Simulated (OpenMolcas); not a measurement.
# F2 (fluorine): CCSD(T)/def2-TZVPD

Aim: the vertical singlet–triplet gap of F2 (fluorine) at CCSD(T)/def2-TZVPD, from 2 runs. 

Program for the calculation: OpenMolcas 26.06.

## (1) The system as given

The species is F2 (2 atoms), meant as a singlet with charge 0. As SMILES, `FF`. The coordinates come from a PBE0-D4/def2-TZVP relaxation.

Bond lengths: F1–F2 1.376 Å.

## (2) A single-point energy at CCSD(T)/def2-TZVPD

Input file job.input:

```
&GATEWAY
  BasLib=$CurrDir
  Coord
  2
  bohr
  F     -1.10341108     0.40137783    -0.55746921
  F      1.10341108    -0.40137783     0.55746921
  Basis=def2-TZVPD
  Group=NoSym

&SEWARD

&SCF
  PrOrbitals=0

&RASSCF
  FileOrb=$Project.ScfOrb
  Spin=1
  Nactel=0 0 0
  Inactive=9
  Ras2=0
  OutOrbitals=Canonical
  OrbListing=Nothing

&MOTRA
  JobIph
  Frozen=2

&CCSDT
  CCT
  Triples=2
  Iterations=50
  Extrapolation=5 4
```

The basis set def2-TZVPD is read from a file made from the Basis Set Exchange's data (not shown).

On the command line:

```sh
$ export MOLCAS_MEM=1860
$ pymolcas job.input > job.log
```

Log:

```text
--- Start Module: gateway ---
[...]
--- Stop Module: gateway /rc=_RC_ALL_IS_WELL_ ---
[...]
      Basis functions           80
[...]
       Convergence after   9 Iterations
[...]
::    Total SCF energy                               -198.7688660363
[...]
      Total spin, S                                     0.0000000000
[...]
      Number of active orbitals                  0
[...]
      Spin quantum number                      0.0
[...]
      Active orbitals                            0
[...]
      Number of CSFs                             1
[...]
      Number of root(s) required                 1
[...]
      Convergence after  4 iterations
[...]
      Natural orbitals and occupation numbers for root  1
      ************************************************************************************************************************
      *                                                    Final results                                                     *
      ************************************************************************************************************************
[...]
::    RASSCF root number  1 Total energy:   -198.76886604
[...]
      Total electronic charge=   18.000000
      Total            charge=   -0.000000
[...]
      Dipole Moment (debye):
      Origin of the operator (angstrom)=    0.0000    0.0000    0.0000
                   X= -3.5910E-14               Y=  1.5913E-15               Z=  1.7463E-14           Total=  3.9962E-14
      Quadrupole Moment (debye*angstrom):
[...]
--- Start Module: motra ---
[...]
      *** WARNING: Default frozen orbitals is overwritten by user input.
      *** Default values:   2
[...]
--- Stop Module: motra /rc=_RC_ALL_IS_WELL_ ---
[...]
--- Start Module: ccsdt ---
[...]
      Convergence after                    13  Iterations
      Total energy (diff) :    -199.29165536      -0.00000003
[...]
 METHOD                       : CCSD+T(CCSD)+<T3(1)WT1> = CCSD(T)
[...]
       CCSD     =      -199.2916553635790
[...]
--- Stop Module: ccsdt /rc=_RC_ALL_IS_WELL_ ---
[...]
```

It took 27 s on 1 thread of Intel Xeon Platinum 8488C (Sapphire Rapids), shared host; peak memory 0.45 GiB.

## (3) The triplet at the same level

Input file job.inp:

```
* F2 CCSD(T)

&GATEWAY
  BasLib = $CurrDir
  Coord
  2
  bohr
  F     -1.10341108     0.40137783    -0.55746921
  F      1.10341108    -0.40137783     0.55746921
  Basis = def2-TZVPD
  Group = NoSym

&SEWARD

&SCF
  UHF
  Spin = 3
  PrOrbitals = 0

&RASSCF
  FileOrb = $Project.UnaOrb
  Spin = 3
  Nactel = 2 0 0
  Inactive = 8
  Ras2 = 2
  OutOrbitals = Canonical
  OrbListing = Nothing

&MOTRA
  JobIph
  Frozen = 2

&CCSDT
  CCT
  Triples = 3
  Iterations = 50
  Extrapolation = 5 4
```

The basis set def2-TZVPD is read from a file made from the Basis Set Exchange's data (not shown).

On the command line:

```sh
$ export MOLCAS_MEM=1860
$ pymolcas job.inp > job.log
```

Log:

```text
--- Start Module: gateway ---
[...]
--- Stop Module: gateway /rc=_RC_ALL_IS_WELL_ ---
[...]
      Basis functions           80
[...]
       Convergence after  20 Iterations
[...]
::    Total SCF energy                               -198.6506238444
[...]
      Total spin, S                                     1.0153546366
[...]
      Number of active orbitals                  2
[...]
      Spin quantum number                      1.0
[...]
      Active orbitals                            2
[...]
      Number of CSFs                             1
[...]
      Number of root(s) required                 1
[...]
      Convergence after  8 iterations
[...]
      printout of CI-coefficients larger than  0.05 for root  1
      energy=    -198.624625
      conf/sym  11     Coeff  Weight
             1  uu   1.00000 1.00000
      Natural orbitals and occupation numbers for root  1
      sym 1:   1.000000   1.000000
      ************************************************************************************************************************
      *                                                    Final results                                                     *
[...]
::    RASSCF root number  1 Total energy:   -198.62462525
[...]
      Total electronic charge=   18.000000
      Total            charge=   -0.000000
[...]
      Dipole Moment (debye):
      Origin of the operator (angstrom)=    0.0000    0.0000    0.0000
                   X=  1.3549E-08               Y=  2.3756E-08               Z=  3.2216E-08           Total=  4.2258E-08
      Quadrupole Moment (debye*angstrom):
[...]
--- Start Module: motra ---
[...]
      *** WARNING: Default frozen orbitals is overwritten by user input.
      *** Default values:   2
[...]
--- Stop Module: motra /rc=_RC_ALL_IS_WELL_ ---
[...]
--- Start Module: ccsdt ---
[...]
      Convergence after                    13  Iterations
      Total energy (diff) :    -199.14859130       0.00000010
[...]
 METHOD                       : CCSD+T(CCSD)+<T3(1)WT1>+<T3(1)UT2> = CCSD(T)
[...]
       CCSD     =      -199.1485912991868
[...]
--- Stop Module: ccsdt /rc=_RC_ALL_IS_WELL_ ---
[...]
```

Run time: 35 s. Hardware: 1 thread of Intel Xeon Platinum 8488C (Sapphire Rapids), shared host; peak memory 0.45 GiB.

## (4) What came out

At CCSD(T)/def2-TZVPD, 2 core orbitals frozen:

| quantity | value |
| --- | --- |
| singlet: total energy | -199.30911 Eh |
| singlet: dipole moment (mean-field density) | 0.00 D |
| singlet: HOMO energy (Hartree–Fock orbitals) | -17.96 eV |
| singlet: LUMO energy (Hartree–Fock orbitals) | 1.99 eV |
| singlet: HOMO–LUMO gap (Hartree–Fock orbitals) | 19.96 eV |
| singlet: correlation energy (2 core orbitals frozen) | -540.2 mEh |
| singlet: (T) correction | -17.45 mEh |
| triplet: total energy | -199.16675 Eh |
| triplet: (T) correction | -18.16 mEh |
| vertical energy of the triplet above the singlet | 3.874 eV |

At this shape the triplet lies 3.87 eV (374 kJ/mol) above the singlet. The triples (singlet) make up 3.2 % of the correlation energy.
